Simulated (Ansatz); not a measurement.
Mulliken charges of C3H3FO (`C#COCF`) from ωB97M-V/def2-TZVPP in Ansatz (PBE0-D4/def2-TZVP geometry).

```tsv
atom	x (Å)	y (Å)	z (Å)	charge (e)
C1	-1.978	-0.480	0.460	-0.233
C2	-1.049	0.094	-0.033	0.031
O3	-0.054	0.724	-0.573	-0.233
C4	1.216	0.193	-0.223	0.129
F5	2.123	0.954	-0.858	-0.191
H6	-2.815	-0.976	0.887	0.249
H7	1.359	0.273	0.859	0.124
H8	1.289	-0.840	-0.575	0.124
```

Task: By hand: the dipole of these point charges (1 e Å = 4.8032 D).

Result: Σ q r = (-0.180, -0.525, 0.416) e Å, of length 0.694 e Å = 3.33 D.

Task: How does the dipole of the full density compare? (Best estimate.)

Result: Ansatz gave: (0.082, -0.307, 0.235) e Å, 1.90 D; the point charges give 1.75 times that, at 27° from its direction.

Point charges leave out the atoms' own dipoles, such as those of lone pairs, and Mulliken's split depends on the basis, so the two needn't agree.
